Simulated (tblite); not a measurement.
C2H3FS.
Atom-mapped SMILES: `[F:1][C@H:2]1[CH2:3][S:4]1` (hydrogens: H5 on C2; H6, H7 on C3)

Computed with GFN2-xTB (tblite), gas phase: Langevin dynamics at 300 K from the optimised GFN2-xTB geometry, time step 0.5 fs, friction 0.01 fs⁻¹, 2000 steps. The instantaneous temperature is 2·E(kin)/(3Nk) with all 3N coordinates.

| t (fs) | T (K) | E(pot) above start (eV) | F1–C2 (Å) | C2–C3 (Å) | C3–S4 (Å) | C2–S4 (Å) | C2–H5 (Å) |
| --- | --- | --- | --- | --- | --- | --- | --- |
| 0 | 243 | 0.000 | 1.350 | 1.478 | 1.807 | 1.794 | 1.085 |
| 50 | 282 | 0.094 | 1.338 | 1.467 | 1.777 | 1.784 | 1.113 |
| 100 | 348 | 0.101 | 1.398 | 1.460 | 1.806 | 1.770 | 1.079 |
| 150 | 496 | 0.094 | 1.354 | 1.476 | 1.782 | 1.773 | 1.098 |
| 200 | 343 | 0.256 | 1.356 | 1.503 | 1.849 | 1.803 | 1.095 |
| 250 | 412 | 0.230 | 1.351 | 1.493 | 1.839 | 1.776 | 1.138 |
| 300 | 306 | 0.329 | 1.306 | 1.475 | 1.827 | 1.858 | 1.053 |
| 350 | 418 | 0.235 | 1.345 | 1.494 | 1.836 | 1.767 | 1.139 |
| 400 | 560 | 0.358 | 1.340 | 1.453 | 1.814 | 1.792 | 1.075 |
| 450 | 385 | 0.361 | 1.391 | 1.477 | 1.834 | 1.729 | 1.049 |
| 500 | 297 | 0.165 | 1.368 | 1.540 | 1.771 | 1.785 | 1.116 |
| 550 | 309 | 0.133 | 1.345 | 1.491 | 1.789 | 1.750 | 1.091 |
| 600 | 246 | 0.213 | 1.362 | 1.506 | 1.756 | 1.745 | 1.098 |
| 650 | 171 | 0.167 | 1.321 | 1.512 | 1.781 | 1.725 | 1.104 |
| 700 | 286 | 0.161 | 1.376 | 1.504 | 1.813 | 1.742 | 1.080 |
| 750 | 377 | 0.150 | 1.322 | 1.473 | 1.770 | 1.780 | 1.109 |
| 800 | 351 | 0.129 | 1.380 | 1.514 | 1.818 | 1.810 | 1.104 |
| 850 | 245 | 0.158 | 1.317 | 1.457 | 1.809 | 1.759 | 1.038 |
| 900 | 156 | 0.154 | 1.409 | 1.451 | 1.834 | 1.815 | 1.100 |
| 950 | 255 | 0.165 | 1.388 | 1.506 | 1.818 | 1.852 | 1.051 |
| 1000 | 205 | 0.230 | 1.303 | 1.529 | 1.758 | 1.872 | 1.082 |

Problem. From 500 fs on, how do temperature and potential energy compare with equipartition?

Solution. The mean temperature of these 11 frames is 263 K against the target 300 K, and the mean potential energy 0.17 eV against 15 × kT/2 = 0.19 eV for 15 classical harmonic modes. For 7 atoms in a canonical ensemble the temperature itself scatters by T·√(2/(3N)) = 93 K; here its standard deviation is 66 K. The whole run lasts only 10 friction times of 100 fs, so these averages carry a wide statistical error.

Problem. What are the kinetic and total energies of the listed frame with the highest potential energy?

Solution. The one at 450 fs, 0.361 eV above the start. Its kinetic energy is 3NkT/2 = 0.348 eV at 385 K, so the sum is 0.71 eV; over the listed frames the sum runs from 0.22 to 0.86 eV, since the thermostat adds and removes energy.

Problem. How much do the listed bonds fluctuate from 500 fs on?

Solution. 
```csv
bond,at the start (Å),mean (Å),standard deviation (Å)
F1–C2,1.350,1.354,0.033
C2–C3,1.478,1.498,0.027
C3–S4,1.807,1.792,0.026
C2–S4,1.794,1.785,0.045
C2–H5,1.085,1.089,0.023
```

The motion is classical and holds no zero-point motion.

The cost below is that of the whole dynamics run. The run took 17 s wall on an Intel Xeon at 2.50 GHz with one thread, shared host with 64 logical CPUs at a one-minute load of 60, and the process peaked at 0.18 GiB of memory.
